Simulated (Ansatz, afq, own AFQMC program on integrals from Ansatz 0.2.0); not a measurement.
Integrals from Ansatz 0.2.0, then the random walk in our own AFQMC program (afq).

```yaml
crystal:
  periodic: [false, false, false]
  atoms:
    - {symbol: Ge, position_ang: [0.000000, 0.000000, 0.284379]}
    - {symbol: C, position_ang: [0.000000, 0.000000, -1.904621]}
    - {symbol: H, position_ang: [0.000000, 1.293054, 1.100531]}
    - {symbol: H, position_ang: [0.000000, -1.293054, 1.100531]}
basis:
  gaussian: {orbitals: cc-pVDZ}
magnetization: {spin_polarized: false}
correlation: {method: ccsd_t, electrons: outside_noble_gas, hamiltonian_folder: ham}
```

```sh
$ ansatz run in.yaml --threads 1 --pin off --events-out ev --progress --plain --max-ram 1382MiB
```

Options of the walk:

```
--method phaseless --trial cisd --walkers 20 --populations 1 --least-time 40 --time-step 0.05 --steps-per-block 5 --equilibration-blocks 800 --max-blocks 3200 --target-error 0.00076 --factor-cut 1e-05 --seed 2755 --taylor-order 2
```

Times are imaginary, in 1/Eh. The walk had a cap of 90 s. Filled inner d shells are frozen with the cores.

```
orbitals 36  electrons 5 5  factors 279 of 546
reference energy -2114.10600278 Eh
CCSD correlation -0.25447816 Eh in 15 cycles, weight of the determinant in the CISD state 0.7926
energy of the start -2114.360481 Eh
 block  time / (1/Eh)  mean weight  energy / Eh
     1     0.250  1.0090  -2114.356770
     2     0.500  1.0413  -2114.356531
     3     0.750  1.0095  -2114.362439
     4     1.000  1.0298  -2114.366961
     5     1.250  1.0147  -2114.363934
     8     2.000  0.9964  -2114.359122
    54    13.500  1.0238  -2114.368310
   213    53.250  0.9892  -2114.387207
   372    93.000  0.9936  -2114.373603
   531   132.750  0.9930  -2114.396447
   690   172.500  0.9900  -2114.397766
   849   212.250  0.9844  -2114.369225
  1008   252.000  1.0198  -2114.375413
  1061   265.250  0.9998  -2114.406198
  1114   278.500  1.0310  -2114.359141
  1167   291.750  0.9816  -2114.379407
  1326   331.500  1.0161  -2114.390036
  1485   371.250  1.0063  -2114.377697
  1644   411.000  1.0220  -2114.359324
  1803   450.750  1.0163  -2114.359921
  1962   490.500  0.9851  -2114.368703
  2121   530.250  1.0033  -2114.375537
blocks merged  error / Eh  count
     1  0.000400  1330
     2  0.000488  665
     4  0.000581  332
     8  0.000649  166
    16  0.000705  83
    32  0.000728  41
    64  0.000690  20
   128  0.000691  10
energy -2114.376626 +/- 0.000728 Eh
(rows thinned)
```

The run passed its tests (sampling time, drift between the halves within three errors, error under three times the target), which doesn't prove that it has relaxed. The second half of the sampling lies above the first by 1.5 errors of their difference, so the energy may still be moving and its error bar be too small.

Against this walk (error 19.8 meV) on the same determinant: CCSD(T) 33.3 meV higher (within the noise), CCSDT(Q) 46.9 meV lower, a separate phaseless walk with a CISD trial and standard settings 12.6 ± 34.8 meV higher (within the noise). The error is statistical and leaves out the bias of the constraint. None of these is a sure reference here.

A setting was made bad on purpose (series of the exponential too short), so the walk's energy isn't to be trusted.

Cautions: constraint bias not in the error; no relativity below Rb; no spin-orbit coupling; inner d shell frozen; higher spins were not checked; restricted determinant unstable towards unrestricted (UHF 1.23 eV lower, ⟨S²⟩ 1.32); strong correlation (T1 0.041, weight of the determinant 0.79, largest double 0.25); so few walkers bias the energy; the time-step error isn't removed.

CCSDT and higher add their correlation energy to the determinant of the CCSD(T) run, since their own runs factorise the integrals more tightly (a shift of under 2 meV). A walk keeps the symmetry of its determinant, which the program's search chose and which needn't be the lowest solution, so a lower state of the same spin and another symmetry isn't excluded.
